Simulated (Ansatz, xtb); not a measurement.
## Isomers of C2H2F3 in order of energy

3 gas-phase structures of C2H2F3, found in a search over its isomers (lower ones may exist). Each was relaxed with GFN2-xTB; where two conformers were screened, the lower at r2SCAN-D4/def2-SVP is listed:

A. `[CH2]C(F)(F)F`, a doublet
B. `FC[C](F)F`, a doublet
C. `F[CH]C(F)F`, a doublet

Make a reasoned guess at their ranking by r2SCAN-D4/def2-SVP single-point energy.

Calculated order at r2SCAN-D4/def2-SVP: A (0.0), B (17.7), C (17.9) kcal/mol. Less than 1 kcal/mol parts B and C, so the order within that pair means little.

Energies above the lowest of each column, in kcal/mol; the last columns are at BLYP-D3(BJ)/def2-SVP geometries:

```csv
structure,GFN2-xTB,HF/STO-3G,r2SCAN-D4/def2-SVP,BLYP-D3(BJ)/def2-SVP,CCSD(T)/def2-SVP + ΔMP2/def2-TZVPP
A,0.0,0.0,0.0,0.0,0.0
B,1.9,3.3,17.7,12.7,14.1
C,3.1,9.6,17.9,13.5,14.4
```

Every level run on A puts it lowest or level with the lowest. Flexible structures stand in one conformer each, not always the lowest. Open shells are spin-unrestricted. ΔMP2 is the change of the MP2 energy from the smaller to the larger basis.

Programs: Ansatz 0.2.0, xtb 6.7.1.
